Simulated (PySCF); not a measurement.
# Excitation energies in several basis sets

Compound: ethyl chloride, C₂H₅Cl.
SMILES: `CCCl`

TDDFT with PBE0 (PySCF), vertical singlets, core orbitals frozen in the response, spherical d and f functions. Isolated species at its PBE0-D3(BJ)/def2-SVP geometry, gas phase.

| basis | functions | diffuse | S1 (eV) | S2 (eV) | S3 (eV) | S4 (eV) | S5 (eV) | LUMO (eV) | α (au) |
| --- | --- | --- | --- | --- | --- | --- | --- | --- | --- |
| 6-31G* | 56 | no | 7.63 | 7.70 | 9.86 | 9.96 | 10.11 | 1.22 | 31.2 |
| 6-31+G* | 68 | yes | 7.28 | 7.37 | 7.83 | 7.92 | 8.42 | 0.39 | 35.4 |
| def2-SVP | 71 | no | 7.76 | 7.86 | 8.90 | 9.05 | 9.98 | 1.41 | 31.4 |
| def2-SVPD | 107 | yes | 7.33 | 7.42 | 8.01 | 8.13 | 8.86 | 0.51 | 41.4 |
| aug-cc-pVDZ | 118 | yes | 7.11 | 7.20 | 7.46 | 7.57 | 7.99 | -0.11 | 41.7 |
| def2-TZVP | 129 | no | 7.44 | 7.52 | 8.48 | 8.63 | 9.47 | 0.87 | 37.5 |
| def2-TZVPD | 165 | yes | 7.13 | 7.21 | 7.64 | 7.75 | 8.34 | 0.23 | 42.3 |
| aug-cc-pVTZ | 257 | yes | 7.08 | 7.17 | 7.42 | 7.53 | 7.95 | -0.15 | 42.4 |

Task: How much do these states and the polarisability depend on the basis?

Result: States are compared by their number. Against the largest diffuse basis here (aug-cc-pVTZ, itself not a converged limit), sets without diffuse functions differ by up to 0.68 eV in S1 and 2.16 eV in S5; the smaller diffuse sets differ by up to 0.25 and 0.91 eV. State by state, the largest deviation of a set without diffuse functions is S1 0.68, S2 0.69, S3 2.44, S4 2.43, S5 2.16 eV. The same number needn't mean the same state in each row. Against aug-cc-pVTZ the polarisability deviates by -26% in 6-31G*, -16% in 6-31+G*, -26% in def2-SVP, -2% in def2-SVPD, -2% in aug-cc-pVDZ, -11% in def2-TZVP, 0% in def2-TZVPD. A single + in a Pople set puts diffuse functions on heavy atoms only.
